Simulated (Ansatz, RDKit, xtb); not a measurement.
**C3H4O3: which of the isomers drawn lies lowest?**

A sample of isomers of C3H4O3 is drawn. Aim: find which of them has the lowest free energy at 298.15 K, then its properties. The sample is small against all isomers, and the most stable one of this formula need not be in it.

The funnel: GFN2-xTB relaxations, single points with a density functional, relaxations at PBE-D3(BJ)/def2-SVP, harmonic vibrations, and a last energy at a higher level. All values are calculated.

## Step 1: Drawing up candidates

Isomers were taken from a list of plausible structures; this is a sample, not all of them. That gives 4 candidates.

| label | SMILES | spin |
| --- | --- | --- |
| c248 | O=CCOC=O | singlet |
| c843 | O=CO[C@@H]1CO1 | singlet |
| c849 | O=C1OCCO1 | singlet |
| c863 | O=C(O)[C@@H]1CO1 | singlet |

Candidates are built by distance geometry, with a force field where one applies, in up to four conformers (letters a to d).

**Question.** With final energies at CCSD(T)/def2-SVP + MP2/def2-TZVPP - MP2/def2-SVP, which structure will this search put lowest in free energy, and by what margin?

| quantity | value |
| --- | --- |
| lowest structure found | O=C1OCCO1, singlet, C2 |
| next finalist | O=CCOC=O, singlet, 10.9 kcal/mol higher in G |
| share at equilibrium, among the finalists | 100.0 % |
| harmonic wavenumbers, lowest and highest (PBE-D3(BJ)/def2-SVP) | 172 and 3068 cm⁻¹ |
| rotational constants, same geometry | 0.2656, 0.1268, 0.08961 cm⁻¹ |

The search ends on `O=C1OCCO1`. The margin of 10.9 kcal/mol over the next finalist is beyond the usual error of the last level; it says nothing of structures that weren't ranked. GFN2-xTB, HF/STO-3G, r2SCAN-D4/def2-SVP, PBE-D3(BJ)/def2-SVP, HF/def2-SVP and MP2/def2-SVP already put its bonding pattern lowest among the structures in one piece. Lowest found is not proven lowest: the search is finite, and each finalist counts with one conformer. Only 4 drawn patterns were tried, so whole families of isomers are missing, and the result ranks this sample alone.
